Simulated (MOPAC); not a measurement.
MOPAC input (PM6):

```
PM6 PRECISE GNORM=0.05 LET XYZ CHARGE=-1 GEO-OK AUX(PRECISION=9) THREADS=1
C2H6N

C     1.32387517 1   -0.33985083 1    0.00171701 1
C     0.13350059 1    0.54571857 1   -0.00149199 1
N    -1.30429584 1   -0.04547649 1   -0.00059978 1
H     1.36721107 1   -0.97230732 1    0.90415822 1
H     1.36821965 1   -0.97747849 1   -0.89702872 1
H     0.12900011 1    1.20414918 1   -0.88342468 1
H     0.12801455 1    1.20920228 1    0.87663992 1
H    -1.30375831 1   -0.68794311 1    0.79374403 1
H    -1.30287079 1   -0.69249357 1   -0.79124042 1
```

From the last part of the output:

```
                                                       MOPAC v23.2.5 Linux

          FINAL HEAT OF FORMATION =         20.30618 KCAL/MOL =      84.96106 KJ/MOL

          COSMO AREA              =         89.47 SQUARE ANGSTROMS
          COSMO VOLUME            =         71.64 CUBIC ANGSTROMS

          GRADIENT NORM           =          0.00620          =       0.00207 PER ATOM
          IONIZATION POTENTIAL    =          0.684385 EV
          HOMO LUMO ENERGIES (EV) =         -0.684  9.807
          NO. OF FILLED LEVELS    =         10
          MOLECULAR WEIGHT        =         44.0761         POINT GROUP:  Cs

          MOLECULAR DIMENSIONS (Angstroms)

            Atom       Atom       Distance
            H     8    H     5     3.39159
            H     4    H     6     3.02745
            H     9    H     7     2.89993

          SCF CALCULATIONS        =         25

   ATOM   CHEMICAL          X               Y               Z
  NUMBER   SYMBOL      (ANGSTROMS)     (ANGSTROMS)     (ANGSTROMS)

     1       C          1.19181569  *  -0.43867383  *   0.00192596  *
     2       C          0.14354649  *   0.54668348  *  -0.00148740  *
     3       N         -1.29364806  *  -0.04273873  *  -0.00060404  *
     4       H          1.57839771  *  -0.83083892  *   0.89327053  *
     5       H          1.57938865  *  -0.83594770  *  -0.88672148  *
     6       H          0.16377833  *   1.20629971  *  -0.89705278  *
     7       H          0.16277588  *   1.21142862  *   0.89029849  *
     8       H         -1.35896155  *  -0.66780444  *   0.79871737  *
     9       H         -1.35805550  *  -0.67240033  *  -0.79638508  *

                             CARTESIAN COORDINATES

   1    C        1.191815685    -0.438673828     0.001925964
   2    C        0.143546494     0.546683485    -0.001487398
   3    N       -1.293648058    -0.042738732    -0.000604038
   4    H        1.578397708    -0.830838917     0.893270531
   5    H        1.579388651    -0.835947700    -0.886721478
   6    H        0.163778333     1.206299713    -0.897052783
   7    H        0.162775882     1.211428616     0.890298487
   8    H       -1.358961547    -0.667804443     0.798717374
   9    H       -1.358055502    -0.672400328    -0.796385082

           Empirical Formula: C2 H6 N  =     9 atoms

      MOLECULAR POINT GROUP   :   Cs

                  EIGENVALUES
 -24.71816 -18.21278 -13.57247 -11.09486  -8.16125  -7.84633  -7.20227  -5.09521
  -4.29939  -0.68439   9.80671  11.42418  11.61760  12.11680  12.40183  12.86785
  14.08791  14.99501

              NET ATOMIC CHARGES AND DIPOLE CONTRIBUTIONS

  ATOM NO.   TYPE          CHARGE      No. of ELECS.   s-Pop       p-Pop
    1          C          -1.129654        5.1297     1.06238     4.06727
    2          C           0.136433        3.8636     1.05873     2.80483
    3          N          -0.678412        5.6784     1.67091     4.00750
    4          H           0.122976        0.8770     0.87702
    5          H           0.122976        0.8770     0.87702
    6          H           0.035761        0.9642     0.96424
    7          H           0.035761        0.9642     0.96424
    8          H           0.177079        0.8229     0.82292
    9          H           0.177080        0.8229     0.82292
 DIPOLE           X         Y         Z       TOTAL
 POINT-CHG.    -2.689     1.180    -0.005     2.937
 HYBRID         0.281    -1.068     0.003     1.105
 SUM           -2.409     0.112    -0.002     2.411

          ATOMIC ORBITAL ELECTRON POPULATIONS

     Atom    s        px        py        pz
    1  C   1.06238   1.43518   1.48717   1.14492
    2  C   1.05873   0.81729   0.96271   1.02483
    3  N   1.67091   1.46026   1.37424   1.17301
    4  H   0.87702
    5  H   0.87702
    6  H   0.96424
    7  H   0.96424
    8  H   0.82292
    9  H   0.82292

 **********************
 *                    *
 * JOB ENDED NORMALLY *
 *                    *
 **********************

 == MOPAC DONE ==
```

The dipole moment of an ion depends on the origin.
